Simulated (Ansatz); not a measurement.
The input, for Ansatz 0.2.0:

```yaml
crystal:
  periodic: [false, false, false]
  atoms:
    - {symbol: Al, position_ang: [0.016357, -0.027720, 0.000057]}
    - {symbol: H, position_ang: [1.602133, -0.012669, -0.000026]}
    - {symbol: H, position_ang: [-1.276496, 2.163272, -0.004419]}
    - {symbol: H, position_ang: [-0.763496, -1.408565, 0.002930]}
basis:
  gaussian: {orbitals: cc-pVDZ}
magnetization: {spin_polarized: false}
correlation: {method: ccsdtq, electrons: outside_noble_gas}
```

```sh
$ ansatz run in.yaml --threads 1 --pin off --events-out ev --progress --plain --max-ram 2393MiB
```

Problem. Roughly how long does this take on 1 thread of Arm Neoverse V2, shared host, and how much host memory?

Solution. 8.5 s wall and 0.18 GiB.

```
591 factors; integrals over basis functions are off by at most 2.5e-7 eV
mean field evaluation 1: about -6626.5146 eV, gradient 9.5e0 eV
mean field evaluation 2: about -6626.5150 eV, gradient 9.5e0 eV
mean field evaluation 4: about -6627.1539 eV, gradient 5.2e-1 eV
mean field evaluation 8: about -6627.1560 eV, gradient 3.6e-5 eV
mean field evaluation 16: about -6627.1560 eV, gradient 7.9e-7 eV
mean field -6627.15599801 eV, -243.5434908790 hartree, gradient 7.9e-7 eV, S^2 0.000000; 0 other end points of the search recorded, 0 dependent functions left out; unrestricted orbitals would lower it
5 core orbitals not correlated: weight in the atoms' cores, before any rotation towards them, 1.000 or more for the frozen orbitals, at most 0.000 for the correlated occupied ones
reference -6627.15599801 eV, -243.5434908790 hartree; 3, 3 occupied and 25, 25 virtual orbitals, 591 factors
second order -2.18625958 eV of doubles, -0.00000000 eV of singles
cycle   1  -2.71129936 eV  change   -5.3e-1 eV  update   7.9e-2
cycle   2  -3.09212589 eV  change   -3.8e-1 eV  update   4.3e-2
cycle   3  -3.11995906 eV  change   -2.8e-2 eV  update   1.5e-2
cycle   4  -3.12673567 eV  change   -6.8e-3 eV  update   6.2e-3
cycle   5  -3.12884839 eV  change   -2.1e-3 eV  update   1.9e-3
cycle   6  -3.12824658 eV  change    6.0e-4 eV  update   7.0e-4
cycle   7  -3.12840311 eV  change   -1.6e-4 eV  update   3.2e-4
cycle   8  -3.12863932 eV  change   -2.4e-4 eV  update   1.2e-4
cycle   9  -3.12856389 eV  change    7.5e-5 eV  update   3.3e-5
cycle  10  -3.12855646 eV  change    7.4e-6 eV  update   1.2e-5
cycle  11  -3.12855342 eV  change    3.0e-6 eV  update   5.5e-6
cycle  12  -3.12855601 eV  change   -2.6e-6 eV  update   2.8e-6
cycle  13  -3.12855668 eV  change   -6.7e-7 eV  update   1.2e-6
cycle  14  -3.12855607 eV  change    6.1e-7 eV  update   5.2e-7
cycle  15  -3.12855597 eV  change    1.0e-7 eV  update   1.9e-7
Total energy: -6630.28455398 eV, -243.6584631904 hartree
```

For the same geometry and basis full CI lies 0.0 meV higher.
